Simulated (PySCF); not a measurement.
# Continuum solvent and chemical shifts

Geometry:
```csv
atom,x (Å),y (Å),z (Å)
N1,1.271,0.761,0.640
C2,0.934,-0.584,0.182
C3,-0.575,-0.782,0.127
C4,-1.274,0.198,-0.809
O5,-1.178,1.522,-0.381
H6,1.055,0.864,1.631
H7,2.265,0.951,0.534
H8,1.396,-1.385,0.793
H9,1.342,-0.700,-0.837
H10,-1.001,-0.668,1.141
H11,-0.786,-1.817,-0.189
H12,-0.860,0.060,-1.833
H13,-2.345,-0.060,-0.875
H14,-0.243,1.639,-0.123
```

GIAO PBE0/pcSseg-1 in PySCF 2.14.0 with density-fitted response routines on one PBE0-D3(BJ)/def2-SVP conformer, non-relativistic, equivalent nuclei averaged. Solvents enter as an IEF-PCM continuum (dichloromethane with ε = 8.9, acetonitrile with ε = 35.7) around the gas-phase geometry. Shifts are referred to TMS computed in the same medium.

Gas phase, δ in ppm: C4 67.5, C2 47.5, C3 35.2, H14 4.91, H12/H13 3.84, H8/H9 2.99, H10/H11 1.36, H6/H7 0.56. Dipole moment 3.57 D.

Question: How does each δ change in the continuum?

Answer: 
```csv
atoms,environment,"Δδ, dichloromethane","Δδ, acetonitrile"
C4,sp3 CH2 bonded to O,+1.0,+1.2
C2,sp3 CH2 bonded to N,+0.5,+0.6
C3,sp3 CH2,+0.2,+0.3
H14,hydrogen on an alcohol oxygen,+0.36,+0.40
H12/H13,hydrogen on an sp3 CH2 bonded to O,+0.02,+0.03
H8/H9,hydrogen on an sp3 CH2 bonded to N,+0.07,+0.08
H10/H11,hydrogen on an sp3 CH2,+0.06,+0.07
H6/H7,hydrogen on an amine nitrogen,+0.40,+0.46
```

Changes are relative to the gas phase. The dipole moment becomes 4.26 D in dichloromethane, 4.37 D in acetonitrile.

Question: Which nuclei move most (in ppm), and what does the model miss?

Answer: C4 (sp3 CH2 bonded to O, +1.2 ppm) in acetonitrile. A continuum only polarises the solute; specific hydrogen bonds, the anisotropy of aromatic solvents and changes of geometry or conformer are outside it.
